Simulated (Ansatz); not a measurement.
# AlH3 (triplet): wave-function methods side by side, cc-pVTZ

One table from this session's results is given with a row withheld; the runs are named, their logs left out.

Computed with Ansatz 0.2.0, Gaussian basis. Level: cc-pVTZ, core rule «outside noble gas», up to 5 orbitals frozen.

The runs, in order: UHF; CCSD(T) on ROHF; CCSD(T) on UHF; BCCD(T) on ROHF; CCSDT(Q) on ROHF; CCSDT(Q) on UHF; CASSCF and MRCISD+Q, 6 electrons in 7 orbitals; CASSCF and NEVPT2, 6 electrons in 7 orbitals.

28 further runs of the same task are left out: 6 for a known fault of the program, 8 that didn't finish, 14 set aside as unsound or not needed.

**The geometry**

The geometry is a PBE0/def2-TZVP stationary point (not a proven minimum).

4 atoms, charge 0, spin multiplicity 3.

Atoms are counted from 1 here; the program's logs count them from 0.

Bond lengths: Al1–H2 1.590 Å, Al1–H3 1.843 Å, Al1–H4 1.843 Å, H3–H4 0.841 Å. Angles: H2–Al1–H3 101.8°, H2–Al1–H4 101.8°, H3–Al1–H4 26.4°, Al1–H3–H4 76.8°, Al1–H4–H3 76.8°.

The first run:

in.yaml reads:

```yaml
crystal:
  periodic: [false, false, false]
  atoms:
    - {symbol: Al, position_ang: [0.000000, 0.074413, -0.095633]}
    - {symbol: H, position_ang: [0.000000, -1.372409, -0.753982]}
    - {symbol: H, position_ang: [0.420650, -0.309773, 1.656991]}
    - {symbol: H, position_ang: [-0.420650, -0.309773, 1.656991]}
basis:
  gaussian: {orbitals: cc-pVTZ}
magnetization: {spin_polarized: true, initial_magnetization: 2}
hamiltonian: {xc: hf}
output: {orbitals: {seedname: orbitals}}
```

Started as:

```sh
ansatz run in.yaml --threads 1 --pin off --events-out ev --progress --plain --max-ram 2393MiB
```

Steps of the session up to this table: UHF; CCSD(T) on ROHF; CCSD(T) on UHF; BCCD(T) on ROHF; CCSDT(Q) on ROHF; CCSDT(Q) on UHF; CASSCF and MRCISD+Q, 6 electrons in 7 orbitals; CASSCF and NEVPT2, 6 electrons in 7 orbitals.

One of the session's tables, all rows but one given; the rest of the session is left out.

| method | from UCCSDT(Q) (kcal/mol) |
| --- | --- |
| ROHF | ? |
| UHF | +67.80 |
| RMP2 | +15.52 |
| UMP2 | +15.41 |
| RCCSD | +2.02 |
| UCCSD | +1.97 |
| RCCSD(T) | +0.50 |
| UCCSD(T) | +0.47 |
| BCCD(T) | +0.49 |
| RCCSDT | +0.07 |
| UCCSDT | +0.04 |
| RCCSDT(Q) | +0.03 |
| UCCSDT(Q) | 0 |
| CASSCF valence | +41.90 |
| NEVPT2 valence | +13.96 |
| MRCISD valence | +2.33 |
| MRCISD+Q valence | +0.68 |

**Question.** Estimate the row for ROHF.

The run gave: from UCCSDT(Q) (kcal/mol): +68.58. In the column «from UCCSDT(Q) (kcal/mol)» it is the highest.

With the free atoms at the same levels and basis (separate runs), the atomisation energy is 6.213 eV at UCCSDT(Q), 6.206 eV at RCCSD(T), 6.206 eV at UCCSD(T), 4.778 eV at ROHF.

Caveats from the session: Restricted and unrestricted rows rest on different reference determinants; where their highest levels disagree by more than a few hundredths of an eV, they describe different states and don't form one ladder.
